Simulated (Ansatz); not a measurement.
bcc W, treated with LDA (PAW; Ansatz, a program for electronic structure).

Settings: plane-wave cutoff 500 eV, 18×18×1 k mesh (along the axes of the cell as run), Fermi–Dirac smearing 0.1 eV, scalar-relativistic PAW data made under PBE.

Problem. Give the computed surface energy of the (111) face and work function of the (111) face.

Solution. 
surface energy of the (111) face: 3.94 J/m²
work function of the (111) face: 4.43 eV

The slab of 18 atoms is relaxed and unreconstructed.

Spin–orbit coupling is not included.

Computed values are for the static lattice.

It cost very roughly 40 core-minutes of CPU time.
